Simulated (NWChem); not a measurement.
Everything below was run with NWChem. System: Li$_{2}$, charge 1, spin multiplicity 2, at the geometry of a parent with another charge or spin, in a state set for the comparison that need not be this species' ground state. Its SCF solution wasn't tested for a lower state. Level: UB3LYP/3-21G, VWN1-RPA local correlation.

Job file:

```
start mol
memory heap 200 mb stack 900 mb global 1100 mb
charge 1
geometry units angstroms nocenter noautoz
  Li     0.000000     0.000000     1.376199
  Li     0.000000     0.000000    -1.376199
  symmetry group D2h
end
basis spherical
  * library 3-21g
end
dft
  xc b3lyp
  odft
  mult 2
  semidirect memsize 60000000 filesize 0
  iterations 100
end
task dft energy
```

NWChem printed:

```
             Northwest Computational Chemistry Package (NWChem) 7.3.0
             --------------------------------------------------------

                                NWChem Input Module
                                -------------------

 Scaling coordinates for geometry "geometry" by  1.889725989
 (inverse scale =  0.529177249)

 Turning off AUTOSYM since
 SYMMETRY directive was detected!

                             Geometry "geometry" -> ""
                             -------------------------

 Output coordinates in angstroms (scale by  1.889725989 to convert to a.u.)

  No.       Tag          Charge          X              Y              Z
 ---- ---------------- ---------- -------------- -------------- --------------
    1 Li                   3.0000     0.00000000     0.00000000     1.37619900
    2 Li                   3.0000     0.00000000     0.00000000    -1.37619900

 Effective nuclear repulsion energy (a.u.)       1.7303439550

            Nuclear Dipole moment (a.u.)
            ----------------------------
        X                 Y               Z
 ---------------- ---------------- ----------------
     0.0000000000     0.0000000000     0.0000000000

      Symmetry information
      --------------------

 Group name             D2h
 Group number             26
 Group order               8
 No. of unique centers     1

      Symmetry unique atoms

     1


 Summary of "ao basis" -> "" (spherical)
 ------------------------------------------------------------------------------
       Tag                 Description            Shells   Functions and Types
 ---------------- ------------------------------  ------  ---------------------
 *                           3-21g                    on all atoms

                                 NWChem DFT Module
                                 -----------------

 Summary of "ao basis" -> "ao basis" (spherical)
 ------------------------------------------------------------------------------
       Tag                 Description            Shells   Functions and Types
 ---------------- ------------------------------  ------  ---------------------
[...]
  ----- ------------  ---------------      ----- ------------  ---------------
     1      0.698601  1 Li s                 10      0.698601  2 Li s
     2      0.055546  1 Li s                 11      0.055546  2 Li s

 Vector    3  Occ=0.000000D+00  E=-2.458517D-01  Symmetry=ag
              MO Center=  4.9D-33,  2.1D-33, -1.4D-17, r^2= 4.6D+00
   Bfn.  Coefficient  Atom+Function         Bfn.  Coefficient  Atom+Function
  ----- ------------  ---------------      ----- ------------  ---------------
     2      0.328134  1 Li s                 11      0.328134  2 Li s
     6      0.253381  1 Li s                 15      0.253381  2 Li s
     1     -0.164410  1 Li s                 10     -0.164410  2 Li s
     5     -0.079184  1 Li pz                14      0.079184  2 Li pz
     9     -0.030773  1 Li pz                18      0.030773  2 Li pz

 Vector    4  Occ=0.000000D+00  E=-1.912855D-01  Symmetry=b1u
              MO Center=  9.3D-42, -1.5D-38, -3.3D-16, r^2= 8.7D+00
   Bfn.  Coefficient  Atom+Function         Bfn.  Coefficient  Atom+Function
  ----- ------------  ---------------      ----- ------------  ---------------
     6      0.830969  1 Li s                 15     -0.830969  2 Li s
     2      0.316014  1 Li s                 11     -0.316014  2 Li s
     5      0.245866  1 Li pz                14      0.245866  2 Li pz
     1     -0.141953  1 Li s                 10      0.141953  2 Li s
     9     -0.120126  1 Li pz                18     -0.120126  2 Li pz

 Vector    5  Occ=0.000000D+00  E=-1.673573D-01  Symmetry=b2u
              MO Center= -3.8D-50,  6.8D-18,  3.8D-18, r^2= 7.0D+00
   Bfn.  Coefficient  Atom+Function         Bfn.  Coefficient  Atom+Function
  ----- ------------  ---------------      ----- ------------  ---------------
     4      0.426686  1 Li py                13      0.426686  2 Li py
     8      0.236408  1 Li py                17      0.236408  2 Li py

   alpha - beta orbital overlaps
   -----------------------------

   alpha      1      2      3      4      5      6      7      8      9     10
    beta      1      2      3      6      5      4      7      9      8     10
 overlap   1.000  1.000  0.957  0.999  0.999  0.997  0.951  1.000  1.000  0.996

   alpha     11     12     13     14     15     16     17     18
    beta     13     11     12     14     15     16     17     18
 overlap   0.915  0.999  0.999  0.920  1.000  1.000  0.994  0.997

     --------------------------
     Expectation value of S2:
     --------------------------
      <S2> =      0.7500 (Exact =     0.7500)

 center of mass
 --------------
 x =   0.00000000 y =   0.00000000 z =   0.00000000

 moments of inertia (a.u.)
 ------------------
          94.902952409233           0.000000000000           0.000000000000
           0.000000000000          94.902952409233           0.000000000000
           0.000000000000           0.000000000000           0.000000000000

     Multipole analysis of the density
     ---------------------------------

     L   x y z        total         alpha         beta         nuclear
     -   - - -        -----         -----         ----         -------
     0   0 0 0      1.000000     -3.000000     -2.000000      6.000000

     1   1 0 0      0.000000      0.000000      0.000000      0.000000
     1   0 1 0      0.000000      0.000000      0.000000      0.000000
     1   0 0 1      0.000000     -0.000000      0.000000      0.000000

     2   2 0 0     -4.257753     -3.944078     -0.313675      0.000000
     2   1 1 0      0.000000      0.000000      0.000000      0.000000
     2   1 0 1      0.000000      0.000000      0.000000      0.000000
     2   0 2 0     -4.257753     -3.944078     -0.313675      0.000000
     2   0 1 1      0.000000      0.000000      0.000000      0.000000
     2   0 0 2      9.771355    -16.981805    -13.826780     40.579940

 Task  times  cpu:        0.1s     wall:        0.1s

 Total times  cpu:        0.1s     wall:        0.1s
```
